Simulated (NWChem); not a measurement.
# CH6Si; SMILES C[SiH3]

Results from NWChem. All runs use the structure optimised with PBE0/def2-SVP.

Q: Estimate the computed values for B3LYP/def2-SVPD. Quantities: highest occupied level (eV); orbital gap (eV); dipole (D).

A: 
| Property | Value |
|---|---|
| highest occupied level (eV) | -9.01 |
| orbital gap (eV) | 9.18 |
| dipole (D) | 0.77 |
